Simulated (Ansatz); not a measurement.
Frontier orbitals of C6H12 (`C=C(C)C(C)C`).

Cartesian coordinates in Å:
```
C -0.7147 1.5721 -1.2924
C -0.5428 0.4617 -0.5817
C -1.5596 -0.6373 -0.5953
C 0.6905 0.2704 0.2682
C 1.5216 -0.9241 -0.1932
C 0.3472 0.1464 1.7505
H 0.0222 2.3684 -1.2826
H -1.5957 1.7229 -1.9073
H -1.9505 -0.8317 0.4081
H -1.1272 -1.5768 -0.9525
H -2.4004 -0.3849 -1.2422
H 1.3014 1.1710 0.1412
H 2.4530 -0.9830 0.3756
H 1.7745 -0.8454 -1.2529
H 0.9866 -1.8653 -0.0411
H -0.2468 0.9971 2.0922
H -0.2189 -0.7664 1.9544
H 1.2596 0.1051 2.3509
```

Total charge 0; spin multiplicity 1. All single points use the PBE0-D4/def2-TZVP geometry. It is one conformer, not always the lowest. Basis def2-TZVPP, Ansatz.

Compute the vertical ionisation energy as the energy of the cation minus that of the neutral molecule, at each level. (Estimate.)

Computed: 
```json
{"level": "PBE-D4/def2-TZVPP", "IE (eV)": "9.03", "difference from CCSD(T)/CBS(def2)": "-0.40"}
{"level": "r2SCAN-D4/def2-TZVPP", "IE (eV)": "8.94", "difference from CCSD(T)/CBS(def2)": "-0.50"}
{"level": "PBE0-D4/def2-TZVPP", "IE (eV)": "9.06", "difference from CCSD(T)/CBS(def2)": "-0.37"}
{"level": "B3LYP-D4/def2-TZVPP", "IE (eV)": "9.14", "difference from CCSD(T)/CBS(def2)": "-0.29"}
{"level": "ωB97X-V/def2-TZVPP", "IE (eV)": "9.13", "difference from CCSD(T)/CBS(def2)": "-0.30"}
{"level": "ωB97M-V/def2-TZVPP", "IE (eV)": "9.13", "difference from CCSD(T)/CBS(def2)": "-0.30"}
{"level": "B2PLYP/def2-TZVPP", "IE (eV)": "9.15", "difference from CCSD(T)/CBS(def2)": "-0.29"}
{"level": "HF/def2-TZVPP", "IE (eV)": "7.78", "difference from CCSD(T)/CBS(def2)": "-1.66"}
{"level": "MP2/def2-TZVPP", "IE (eV)": "9.48", "difference from CCSD(T)/CBS(def2)": "0.05"}
{"level": "CCSD/def2-TZVPP", "IE (eV)": "9.21", "difference from CCSD(T)/CBS(def2)": "-0.22"}
{"level": "CCSD(T)/def2-TZVPP", "IE (eV)": "9.34", "difference from CCSD(T)/CBS(def2)": "-0.10"}
{"level": "HF/def2-QZVPP", "IE (eV)": "7.78", "difference from CCSD(T)/CBS(def2)": "-1.66"}
{"level": "MP2/def2-QZVPP", "IE (eV)": "9.54", "difference from CCSD(T)/CBS(def2)": "0.10"}
{"level": "HF/CBS(def2)", "IE (eV)": "7.78", "difference from CCSD(T)/CBS(def2)": "-1.66"}
{"level": "MP2/CBS(def2)", "IE (eV)": "9.58", "difference from CCSD(T)/CBS(def2)": "0.14"}
{"level": "CCSD/CBS(def2)", "IE (eV)": "9.31", "difference from CCSD(T)/CBS(def2)": "-0.13"}
{"level": "CCSD(T)/CBS(def2)", "IE (eV)": "9.44", "difference from CCSD(T)/CBS(def2)": "0.00"}
```

B3LYP here is the variant with VWN-RPA as its local correlation; programs differ in this.
